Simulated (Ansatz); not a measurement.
A made-up structure of CH₃BF, doublet:

| atom | x (Å) | y (Å) | z (Å) |
| --- | --- | --- | --- |
| C1 | -0.4925 | 0.1718 | -0.3697 |
| B2 | 0.4881 | -0.1818 | 0.2990 |
| F3 | 0.3279 | 0.1171 | 1.6044 |
| H4 | -0.4116 | -0.0474 | -1.4292 |
| H5 | -1.3205 | 0.6604 | 0.1804 |
| H6 | 1.4086 | -0.7202 | -0.2849 |

It is relaxed with PBE-D4/def2-SVP and then PBE0-D4/def2-TZVP (Ansatz 0.2.0). Atoms count as bonded within 1.22 times the sum of their covalent radii (H–H: 0.88 Å). The end point is not checked to be a true minimum.

Does its bonding change? (A judgement: the text doesn't fix the answer.)

By the calculation: No: no bond forms or breaks.

Where it ends: The first stage lowers the energy by 2.66 eV in 6 steps. It ends as CH₃BF ([CH2][BH][F]):
| atom | x (Å) | y (Å) | z (Å) |
| --- | --- | --- | --- |
| C1 | -0.6071 | 0.2114 | -0.4580 |
| B2 | 0.5931 | -0.2172 | 0.3846 |
| F3 | 0.5784 | 0.0133 | 1.6956 |
| H4 | -0.6517 | 0.0499 | -1.5301 |
| H5 | -1.4771 | 0.6997 | -0.0273 |
| H6 | 1.5643 | -0.7570 | -0.0649 |

Labels in which every atom is bracketed show which atoms are joined, not bond orders.

For scale, one of the runs: PBE0-D4/def2-TZVP relaxation, 111 basis functions, launched by `ansatz run in.yaml --threads 2 --pin off --events-out ev --progress --plain --max-ram 4352MiB`. The run took about 10 s on 2 CPU threads of an Arm Neoverse V1 (shared host).
